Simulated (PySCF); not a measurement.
Electric field gradients and quadrupole coupling constants

Compound: C4H6NS (charge +1).
Geometry (PBE0-D3(BJ)/def2-SVP, Å), atoms numbered from 1 in this order:
```xyz
12
C4H6NS angstrom
C     -1.667   -0.159    0.010
N     -0.230    0.115    0.001
C      0.716   -0.886   -0.017
C      1.983   -0.398   -0.027
S      1.974    1.319   -0.014
C      0.291    1.334    0.003
H     -2.217    0.789    0.022
H     -1.934   -0.726   -0.892
H     -1.920   -0.740    0.907
H      0.404   -1.930   -0.021
H      2.916   -0.961   -0.041
H     -0.314    2.242    0.017
```

Field gradients from the PBE0/pcSseg-1 density (PySCF, non-relativistic), principal values in atomic units, ordered |Vxx| ≤ |Vyy| ≤ |Vzz|:

| atom | Vxx | Vyy | Vzz |
| --- | --- | --- | --- |
| N2 | 0.1025 | 0.1881 | -0.2906 |
| S5 | -0.7065 | -1.0450 | 1.7514 |

Question: Find the asymmetry η = (Vxx − Vyy)/Vzz and the couplings χ = eQV/h (234.96 MHz × Q in barn × V in au), with Q(14N) = 0.02044 b, Q(33S) = −0.0678 b.

Answer: 
| atom | environment | nucleus | η | χzz (MHz) | χxx (MHz) | χyy (MHz) |
| --- | --- | --- | --- | --- | --- | --- |
| N2 | three-coordinate ring nitrogen | 14N | 0.29 | -1.396 | 0.492 | 0.903 |
| S5 | ring sulfur | 33S | 0.19 | -27.90 | 11.25 | 16.65 |

Question: What is Vzz at S5 in SI units (1 au = 9.71736 × 10²¹ V/m²)?

Answer: 1.7514 au = 17.019 × 10²¹ V/m².

Were the hydrogens deuterons (Q(2H) = 0.00286 b), χzz would run from 188 kHz (H9 and H8) to 201 kHz (H11).

Geometry: PBE0-D3(BJ)/def2-SVP; no solvent, vibrations or thermal averaging. The small basis limits the accuracy of the gradients.

The run behind these numbers computed NMR shieldings as well. On Intel Xeon Platinum 8259CL at 2.50 GHz, one thread (shared host), this took 16 s and 0.74 GiB of memory at its peak.
